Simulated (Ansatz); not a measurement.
**SiH₅ (doublet): from Hartree-Fock to the top rungs at distance H1–H2 along a hydrogen transfer = 0.837 Å, cc-pVTZ**

One table from this session's results is given with a row withheld; the runs are named, their logs left out.

Computed with Ansatz 0.2.0, Gaussian basis. Level: cc-pVTZ, core rule «outside noble gas», up to 5 orbitals frozen.

Plan: UHF; CCSD(T) on ROHF; CCSD(T) on UHF; BCCD(T) on ROHF; CISD; CCSDT(Q) on ROHF; CCSDT(Q) on UHF; CASSCF and NEVPT2, 3 electrons in 3 orbitals; CASSCF and NEVPT2, 9 electrons in 9 orbitals.

## The geometry

The geometry derives from fragments relaxed apart (PBE0/def2-TZVP) and kept rigid, so it is no stationary point. A hydrogen atom is moved between rigid fragments.

6 atoms, charge 0, spin multiplicity 2.

Atoms are counted from 1 here; the program's logs count them from 0.

Bond lengths: H1–H2 0.837 Å, Si3–H4 1.486 Å, Si3–H5 1.486 Å, Si3–H6 1.486 Å. Angles: H4–Si3–H5 111.3°, H4–Si3–H6 111.3°, H5–Si3–H6 111.3°.

The first run:

The input, in.yaml:

```yaml
crystal:
  periodic: [false, false, false]
  atoms:
    - {symbol: H, position_ang: [-2.726199, 0.000000, -0.000001]}
    - {symbol: H, position_ang: [-1.889199, 0.000000, -0.000001]}
    - {symbol: Si, position_ang: [0.105801, 0.000000, 0.000000]}
    - {symbol: H, position_ang: [0.555775, -1.416253, 0.000000]}
    - {symbol: H, position_ang: [0.555776, 0.708126, -1.226511]}
    - {symbol: H, position_ang: [0.555774, 0.708127, 1.226511]}
basis:
  gaussian: {orbitals: cc-pVTZ}
magnetization: {spin_polarized: true, initial_magnetization: 1}
hamiltonian: {xc: hf}
output: {orbitals: {seedname: orbitals}}
```

On the command line:

```bash
> ansatz run in.yaml --threads 1 --pin off --events-out ev --progress --plain --max-ram 2816MiB --backend cpu
```

Steps of the session up to this table: UHF; CCSD(T) on ROHF; CCSD(T) on UHF; BCCD(T) on ROHF; CISD; CCSDT(Q) on ROHF; CCSDT(Q) on UHF; CASSCF and NEVPT2, 3 electrons in 3 orbitals; CASSCF and NEVPT2, 9 electrons in 9 orbitals.

One table of the session follows, with a row left open; its other results are not shown here.

```
        method  from UCCSDT(Q) (kJ/mol)
          ROHF                   +524.9
           UHF                   +513.1
          RMP2                   +105.4
          UMP2                   +105.7
          CISD                    +46.4
         RCCSD                    +14.5
         UCCSD                        ?
      RCCSD(T)                     +2.8
      UCCSD(T)                     +2.8
       BCCD(T)                     +2.7
        RCCSDT                     +0.4
        UCCSDT                     +0.3
     RCCSDT(Q)                     +0.1
     UCCSDT(Q)                        0
   CASSCF pair                   +469.3
   NEVPT2 pair                   +102.8
CASSCF valence                   +354.7
NEVPT2 valence                   +107.0
```

**Question.** Estimate the row for UCCSD.

The run gave: from UCCSDT(Q) (kJ/mol): +14.4. In the column «from UCCSDT(Q) (kJ/mol)» it lies between UCCSD(T) (+2.8) and RCCSD (+14.5).

Caveats from the session: Restricted and unrestricted rows rest on different reference determinants; where their highest levels disagree by more than a few hundredths of an eV, they describe different states and don't form one ladder.
